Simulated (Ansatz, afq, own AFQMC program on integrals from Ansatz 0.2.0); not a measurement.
Integrals from Ansatz 0.2.0, then the random walk in our own AFQMC program (afq).

```yaml
crystal:
  periodic: [false, false, false]
  atoms:
    - {symbol: Al, position_ang: [0.000000, 0.000000, 0.000000]}
    - {symbol: O, position_ang: [0.000000, 0.000000, 3.877000]}
basis:
  gaussian: {orbitals: 6-31G}
total_charge: 1
magnetization: {spin_polarized: true, initial_magnetization: 2}
correlation: {method: ccsd_t, electrons: outside_noble_gas, hamiltonian_folder: ham}
```

```sh
$ ansatz run in.yaml --threads 1 --pin off --events-out ev --progress --plain --max-ram 16896MiB --backend cuda --devices 0, --max-vram 18GiB
```

afq runs on the folder ham with

```
--method phaseless --trial cisd --walkers 4000 --populations 20 --least-time 60 --time-step 0.005 --steps-per-block 50 --equilibration-blocks 40 --max-blocks 4000 --target-error 0.00034 --factor-cut 1e-05 --start spin_pure --seed 4793 --release-times 0.24,0.51,0.99,1.62,2.4 --release-step 0.03 --release-every 3 --taylor-order 6
```

Times are imaginary, in 1/Eh. The walk had a cap of 122 s. With eight or more populations the least sampling time is a fifth of least-time, and the error comes from their spread.

Output of the walk:

```
orbitals 16  electrons 5 3  factors 68 of 213
reference energy -316.43597149 Eh
CCSD correlation -0.09630146 Eh in 15 cycles, weight of the determinant in the CISD state 0.9216
energy of the start -316.532249 Eh
 block  time / (1/Eh)  mean weight  energy / Eh
     1     0.250  1.0001  -316.531664
     2     0.500  0.9999  -316.531828
     3     0.750  1.0000  -316.532024
     4     1.000  0.9999  -316.532386
     5     1.250  0.9999  -316.532221
     7     1.750  1.0001  -316.532612
     9     2.250  1.0001  -316.532553
    11     2.750  1.0000  -316.532906
    15     3.750  0.9999  -316.532844
    19     4.750  1.0000  -316.532464
    23     5.750  0.9999  -316.532248
    27     6.750  0.9998  -316.532605
    29     7.250  1.0001  -316.533315
    31     7.750  1.0000  -316.533172
    35     8.750  1.0002  -316.532381
    39     9.750  1.0001  -316.532342
    43    10.750  1.0002  -316.532828
    47    11.750  0.9997  -316.532599
    51    12.750  0.9999  -316.532582
    55    13.750  1.0001  -316.532682
    59    14.750  0.9999  -316.532734
    63    15.750  1.0000  -316.532442
    67    16.750  1.0001  -316.532679
    71    17.750  0.9995  -316.532873
    75    18.750  1.0001  -316.532720
    79    19.750  0.9999  -316.532864
    83    20.750  1.0003  -316.532313
    87    21.750  1.0002  -316.532976
    89    22.250  1.0000  -316.532767
error from the spread of 20 populations
released: time / (1/Eh)  energy / Eh  error  mean overlap
  0.24  -316.532674  0.000039  1.0021
  0.51  -316.532744  0.000043  1.0019
  0.99  -316.532741  0.000032  1.0056
  1.62  -316.532696  0.000035  1.0054
  2.40  -316.532824  0.000097  1.0077
energy -316.532667 +/- 0.000052 Eh
(rows thinned)
```

The run passed its tests (sampling time, drift between the halves within three errors, error under three times the target), which doesn't prove that it has relaxed.

Against this walk (error 1.4 meV) on the same determinant: CCSD(T) 0.1 meV higher (within the noise), CCSDT(Q) 2.7 meV lower (within the noise), CCSDTQ 2.8 meV lower (within the noise), full CI 2.8 meV lower (within the noise). The error is statistical and leaves out the bias of the constraint. Released to 2.40 1/Eh the energy moves by -4 ± 3 meV (both errors), within twice the noise.

Cautions: constraint bias not in the error; lower spins were not checked.

The walk took 20 s on 1 × NVIDIA H100 80GB HBM3 with 2 threads of AMD EPYC 7R13 Processor (Zen 3), with other jobs on the host (the card was shared). The log's last line is the phaseless energy.

CCSDT and higher add their correlation energy to the determinant of the CCSD(T) run, since their own runs factorise the integrals more tightly (a shift of under 2 meV). A walk keeps the symmetry of its determinant, which the program's search chose and which needn't be the lowest solution, so a lower state of the same spin and another symmetry isn't excluded.
